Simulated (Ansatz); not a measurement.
Results of r²SCAN (Ansatz, an electronic-structure program, PAW) for bcc K.

Run with plane-wave cutoff 560 eV, 16×16×16 k mesh, Fermi–Dirac smearing 0.05 eV, scalar-relativistic PAW data made under PBE.

A third-order Birch–Murnaghan fit to the energies gives V0 = 76.481 Å³/atom, B0 = 3.44 GPa, B′ = 3.7.

```json
[
 {"V (Å³/atom)": "71.891", "P (GPa)": "0.238"},
 {"V (Å³/atom)": "73.421", "P (GPa)": "[?]"},
 {"V (Å³/atom)": "74.950", "P (GPa)": "0.072"},
 {"V (Å³/atom)": "76.480", "P (GPa)": "0.000"},
 {"V (Å³/atom)": "78.009", "P (GPa)": "-0.066"},
 {"V (Å³/atom)": "79.539", "P (GPa)": "[?]"},
 {"V (Å³/atom)": "81.069", "P (GPa)": "-0.180"}
]
```

Task: Estimate the withheld pressures from this fit; the answers are the runs' own values.

Result: 
- 73.421, P (GPa): 0.151
- 79.539, P (GPa): -0.125

The formula P = (3/2) B0 (x^(7/3) − x^(5/3)) [1 + (3/4)(B′ − 4)(x^(2/3) − 1)] with x = V0/V meets the computed pressures within 0.01 GPa when these rounded values are put in.

Measured, for comparison: bulk modulus 3.75 GPa (corrected for temperature and zero-point phonon effects; as tabulated in Levämäki et al. (2014), arXiv:1402.3671); equilibrium volume per atom 70.79 Å³/atom (low-temperature or extrapolated to 0 K; zero-point anharmonic expansion removed; as tabulated in Csonka et al. (2009), arXiv:0903.4037). Computed (rounded) less measured: bulk modulus -8 %, equilibrium volume per atom +8.0 %.

Computed values are for the static lattice.
